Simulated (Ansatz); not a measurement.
# AlBHS+ (quintet): the correlation ladder, cc-pVDZ

One table from this session's results is given with a row withheld; the runs are named, their logs left out.

Computed with Ansatz 0.2.0, Gaussian basis. Level: cc-pVDZ, core rule «outside noble gas», up to 11 orbitals frozen.

Plan: UHF; CCSD(T) on ROHF; CCSD(T) on UHF; BCCD(T) on ROHF; CISD as a restricted active space (open shells left free, so some higher excitations enter); CCSDT(Q) on ROHF; CCSDT(Q) on UHF.

17 further runs of the same task are left out: 5 that didn't finish, 12 set aside as unsound or not needed. Runs told in other sessions of the task aren't counted.

## What is computed

The geometry is a PBE0/def2-TZVP stationary point (not a proven minimum) of the parent state, kept for this charge and spin.

4 atoms, charge 1, spin multiplicity 5.

Atoms are counted from 1 here; the program's logs count them from 0.

Bond lengths: Al1–S2 2.322 Å, Al1–B3 2.086 Å, S2–B3 1.759 Å, B3–H4 1.184 Å. Angles: S2–Al1–B3 46.7°, Al1–S2–B3 59.6°, Al1–B3–S2 73.8°, Al1–B3–H4 142.4°, S2–B3–H4 143.8°.

Set-up of the first run:

Contents of in.yaml:

```yaml
crystal:
  periodic: [false, false, false]
  atoms:
    - {symbol: Al, position_ang: [0.000000, 0.182013, 1.306388]}
    - {symbol: S, position_ang: [0.000000, 0.338637, -1.010374]}
    - {symbol: B, position_ang: [0.000000, -1.234666, -0.224295]}
    - {symbol: H, position_ang: [0.000000, -2.402343, -0.422520]}
basis:
  gaussian: {orbitals: cc-pVDZ}
total_charge: 1
magnetization: {spin_polarized: true, initial_magnetization: 4}
hamiltonian: {xc: hf}
output: {orbitals: {seedname: orbitals}}
```

On the command line:

```
$ ansatz run in.yaml --threads 1 --pin off --events-out ev --progress --plain --max-ram 2393MiB
```

Steps of the session up to this table: UHF; CCSD(T) on ROHF; CCSD(T) on UHF; BCCD(T) on ROHF; CISD as a restricted active space (open shells left free, so some higher excitations enter); CCSDT(Q) on ROHF; CCSDT(Q) on UHF.

One of the session's tables, all rows but one given; the rest of the session is left out.

It belongs to the step «Misses and costs». 

```
   method  from UCCSDT(Q) (kcal/mol)
     ROHF                    +154.54
      UHF                    +150.30
     RMP2                     +28.01
     UMP2                     +28.41
     CISD                     +18.06
    RCCSD                      +6.75
    UCCSD                      +6.59
 RCCSD(T)                      +1.36
 UCCSD(T)                      +1.34
  BCCD(T)                      +1.35
   RCCSDT                          ?
   UCCSDT                      +0.42
RCCSDT(Q)                      +0.05
UCCSDT(Q)                          0
```

Estimate the missing values for RCCSDT.

**Answer.** from UCCSDT(Q) (kcal/mol): +0.45. In the column «from UCCSDT(Q) (kcal/mol)» it lies between UCCSDT (+0.42) and UCCSD(T) (+1.34).

To keep in mind: Restricted and unrestricted rows rest on different reference determinants; a gap between their highest levels can come from leftover correlation error, from unlike frozen cores or from another state.
